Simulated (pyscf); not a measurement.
# Addition across a multiple bond or ene-type step: •HC=CH₂ + HCl → H₃C–CH•–Cl

Gas phase, doublet surface, charge 0. Bonds broken: H3–Cl7. Bonds formed: C1–Cl7, C2–H3. Structures and frequencies: ωB97X-D3(BJ)/def2-SVP in PySCF. Correlated levels are frozen-core, on RHF or UHF. ΔMP2 is the change of the MP2 total energy from the triple- to the quadruple-zeta basis.

Transition state (Å):

```xyz
7

C      0.3958    -0.8500     0.7253
C      1.3603    -0.0146     0.2274
H      0.2516     0.5714     0.7939
H     -0.3805    -1.3261     0.1156
H      1.5098     0.1145    -0.8543
H      2.1081     0.4302     0.8965
Cl    -0.8917     0.5603     2.1027
```

One imaginary mode, 1448i cm⁻¹; descent along it reached the two sides named.

| bond | change | reactant side (Å) | saddle | product side |
|---|---|---|---|---|
| H3–Cl7 | breaks | 1.288 | 1.738 | 3.1 |
| C1–Cl7 | forms | 3.8 | 2.354 | 1.714 |
| C2–H3 | forms | 2.490 | 1.376 | 1.108 |

Electronic energies relative to the separated reactants (kcal/mol):

| level | barrier | reaction energy | reverse barrier |
|---|---|---|---|
| ωB97X-D3(BJ)/def2-TZVP | 33.7 | -39.8 | 73.5 |
| PBE/def2-TZVP | 25.1 | -38.1 | 63.1 |
| r²SCAN/def2-TZVP | 28.9 | -38.3 | 67.2 |
| B3LYP-D3(BJ)/def2-TZVP | 31.4 | -36.0 | 67.4 |
| PBE0-D3(BJ)/def2-TZVP | 29.0 | -40.8 | 69.8 |
| M06-2X/def2-TZVP | 34.0 | -36.7 | 70.7 |
| ωB97M-D3(BJ)/def2-TZVP | 34.5 | -36.3 | 70.8 |
| HF/def2-TZVP | 54.9 | -27.4 | 82.3 |
| MP2/def2-QZVPP | 30.2 | -42.1 | 72.3 |
| CCSD/def2-TZVPP | 42.2 | -33.3 | 75.5 |
| CCSD(T)/def2-TZVPP | 38.6 | -33.7 | 72.3 |
| CCSD(T)/def2-TZVPP + ΔMP2(QZVPP) | 37.1 | -34.4 | 71.5 |

With CCSD(T)/def2-TZVPP + ΔMP2(QZVPP) energies and thermal terms (ideal gas, 1 atm, RRHO with modes under 100 cm⁻¹ raised to 100, one conformer, R ln 2 for rigid chiral ones), in kcal/mol:

| T (K) | ΔH‡ | ΔG‡ | ΔH | ΔG |
|---|---|---|---|---|
| 298 | 36.8 | 46.2 | -30.3 | -20.8 |
| 600 | 36.6 | 55.9 | -30.5 | -11.1 |
| 900 | 36.8 | 65.5 | -30.2 | -1.4 |
| 1200 | 37.2 | 75.0 | -29.7 | +8.1 |

At the saddle there is also a short C–H contact that neither side keeps. This is the saddle that the search found; another between the same sides may lie lower. The CCSD(T) − MP2 part came from Ansatz, without density fitting, on the same reference. A UHF reference is spin-contaminated (<S²> up to 0.96), which harms MP2 most.
